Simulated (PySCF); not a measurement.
C5H8O.
Structure used (GFN2-xTB), in Å, numbered top down from 1:
```xyz
14
C5H8O angstrom
C     -1.7987    1.0850   -0.2273
O     -0.7050    0.5465   -0.9311
C     -0.2449   -0.6470   -0.3762
C      0.6253   -0.6510    0.8478
C      1.7260    0.1812    0.2664
C      1.1965   -1.0014   -0.4837
H     -1.5324    1.2986    0.8144
H     -2.6533    0.3968   -0.2391
H     -2.0690    2.0095   -0.7333
H     -0.9765   -1.4558   -0.4615
H      0.5422   -1.1642    1.7825
H      2.7095    0.0900    0.7100
H      1.4944    1.1718   -0.1005
H      1.6852   -1.8604   -0.8904
```

A PySCF run (density fitting, gas phase, GFN2-xTB geometry) gave HOMO -7.07 eV, LUMO 0.94 eV, dipole 1.54 D.

Problem. Which of these levels was it?
A. PBE0/cc-pVDZ
B. PBE0/pcSseg-1
C. LC-wPBE/STO-3G
D. B97-D/pcSseg-1
E. B97-2/def2-SVPD

Solution. E. It is B97-2/def2-SVPD. All candidates on this geometry:

| level and settings | kind | basis functions | SCF cycles | E (Eh) | HOMO (eV) | LUMO (eV) | dipole (D) |
| --- | --- | --- | --- | --- | --- | --- | --- |
| B97-D/pcSseg-1, grid level 3 | GGA | 142 | 15 | -270.2409 | -5.77 | 1.02 | 1.53 |
| B97-2/def2-SVPD | global hybrid | 187 | 12 | -270.2028 | -7.07 | 0.94 | 1.54 |
| PBE0/pcSseg-1 | global hybrid | 142 | 12 | -270.1247 | -7.26 | 1.72 | 1.63 |
| PBE0/cc-pVDZ | global hybrid | 124 | 12 | -270.1720 | -7.10 | 2.20 | 1.45 |
| LC-wPBE/STO-3G, fitting basis def2-qzvpp-jkfit, energy threshold 1e-07 Eh | range-separated hybrid | 38 | 8 | -266.9098 | -6.87 | 8.53 | 1.45 |

The nearest other candidate, by the summed differences of HOMO and LUMO, is PBE0/pcSseg-1: its HOMO differs by -0.19 eV and its LUMO by +0.78 eV. B97-D ran without the empirical dispersion term, which would shift the total energy alone. Cycle counts include a coarse-grid stage where the run had one.
